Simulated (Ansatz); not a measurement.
We consider BiOBr (P4/nmm, No. 129), described by G0W0@PBEsol in Ansatz (hard PAW, contour deformation).

The cell has the measured lattice parameters. Conventional cell: a = 3.9160 Å, b = 3.9160 Å, c = 8.0770 Å, α = 90.00°, β = 90.00°, γ = 90.00°.

The quasiparticle gap at Γ at a fixed k mesh 4×4×2:

```json
[
 {"response cutoff": "105 eV, 556 empty bands", "value (eV)": "4.151"},
 {"response cutoff": "140 eV, 856 empty bands", "value (eV)": "4.199"},
 {"response cutoff": "175 eV, 1196 empty bands", "value (eV)": "4.229"},
 {"response cutoff": "210 eV, 1572 empty bands", "value (eV)": "4.245"}
]
```

Q: Taking the value to converge with the response cutoff E as E^(−3/2), extrapolate from the last two rows.

A: With y = y∞ + c/w and weights w = 2315 and 3043 for the last two rows, y∞ = (w2 y2 − w1 y1)/(w2 − w1) = (3043 × 4.245 − 2315 × 4.229)/728 = 4.296 eV, which lies 0.051 beyond the last row. Successive pairs of rows give 4.288, 4.305, 4.296. The limit also hangs on the law assumed, so its last digits aren't firm.

The other settings are not extrapolated, so this is the limit in one setting alone.

At the last cutoff the smallest gap on this mesh is 3.29 eV, with an edge away from Γ.

Spin–orbit coupling is not included; with these elements it can move the gap by several tenths of an eV or more.

Note: filled d or f shells below the valence bands can shift G0W0 gaps through exchange with them, which wasn't tested here.

Ansatz is a quantum-chemistry and plane-wave program.
